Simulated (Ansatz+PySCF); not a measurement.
Results of a calculation; reference values are marked as such.
A run of Ansatz (development build ahead of 0.2.0) on doublet C₃H₅O at this shape:

```xyz
9

C    -1.1308   -0.8667   -0.0001
C    -0.0872    0.1248   -0.0003
C     1.3576   -0.3504   -0.0001
H    -2.1599   -0.5303    0.0011
H    -0.9197   -1.9299   -0.0005
O    -0.3566    1.2762    0.0000
H     2.0200    0.5138   -0.0144
H     1.5664   -0.9525    0.8895
H     1.5604   -0.9786   -0.8727
```

Its results:

```json
{
  "Converged": "yes",
  "Reference energy": "-191.41228 hartree",
  "Correlation energy": "-0.68997 hartree",
  "Total energy": "-192.10225 hartree",
  "Spin squared of the determinant": "0.839",
  "Stability test": "minimum"
}
```

Forces (eV/Å):
| atom | Fx | Fy | Fz |
| --- | --- | --- | --- |
| C1 | -0.736 | -1.152 | 0.002 |
| C2 | 1.212 | -0.835 | -0.001 |
| C3 | 0.081 | -0.181 | -0.001 |
| H4 | 0.207 | -0.013 | 0.000 |
| H5 | -0.024 | 0.184 | 0.000 |
| O6 | -0.386 | 1.956 | 0.001 |
| H7 | -0.159 | -0.091 | 0.003 |
| H8 | -0.099 | 0.064 | -0.123 |
| H9 | -0.096 | 0.067 | 0.121 |

Task: Which input gives this output? Name the method, the orbitals and the basis set, and write the input.

Result: UHF-MP2 in cc-pVTZ.

```yaml
crystal:
  periodic: [false, false, false]
  atoms:
    - { symbol: C, position_ang: [-1.13077, -0.8667, -5.0e-05] }
    - { symbol: C, position_ang: [-0.08718, 0.12477, -0.0003] }
    - { symbol: C, position_ang: [1.35758, -0.35038, -0.00012] }
    - { symbol: H, position_ang: [-2.15993, -0.53032, 0.00115] }
    - { symbol: H, position_ang: [-0.91973, -1.92991, -0.00053] }
    - { symbol: O, position_ang: [-0.35662, 1.2762, -3.0e-05] }
    - { symbol: H, position_ang: [2.01998, 0.51382, -0.01441] }
    - { symbol: H, position_ang: [1.5664, -0.95245, 0.88953] }
    - { symbol: H, position_ang: [1.56038, -0.9786, -0.87274] }
basis:
  gaussian: { orbitals: cc-pVTZ }
magnetization:
  spin_polarized: true
  initial_magnetization: 1
hamiltonian:
  xc: hf
correlation:
  method: mp2
  frozen_orbitals: { C: 1, H: 0, O: 1 }
output:
  forces: true
```

Caution: forces differ strongly between restricted and unrestricted references.
